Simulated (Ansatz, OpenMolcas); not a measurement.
**HNO2 (nitrous acid): a line through the functionals**

HNO2 has 4 atoms, charge 0, and is taken as a singlet. As SMILES, `O=NO`. Geometry: relaxed at PBE0-D4/def2-TZVP.

The vertical ionisation energy (to the doublet cation) y, in eV, basis def2-TZVP; a is the functional's share of exact exchange. Programs: Ansatz 0.2.0, OpenMolcas 26.06.

| functional | program | a | y (eV) |
| --- | --- | --- | --- |
| TPSS | OpenMolcas | 0 | 10.86 |
| BLYP | Ansatz | 0 | 10.86 |
| B3LYP | Ansatz | 0.2 | ? |
| r2SCAN0 | Ansatz | 0.25 | 11.14 |
| PBE0 | Ansatz | 0.25 | 11.11 |
| BHLYP | Ansatz | 0.5 | 11.25 |

Task: Fit y = c + s·a to the known rows and predict B3LYP.

Result: 
1. Means of the 5 rows: a = 0.2000, y = 11.044.
2. Σ(Δa)² = 0.175, Σ(Δa·Δy) = 0.1435, so the slope is 0.1435/0.175 = 0.82.
3. Intercept: 11.044 − (0.82) × 0.2000 = 10.880. The largest residual of the fit is 0.055.
4. B3LYP: 10.880 + (0.82) × 0.2 = 11.04 eV.

The run gave 11.21 eV, so the prediction is off by -0.17 eV, more than the largest residual. The rows mix families of semi-local functionals, which the line can't see.
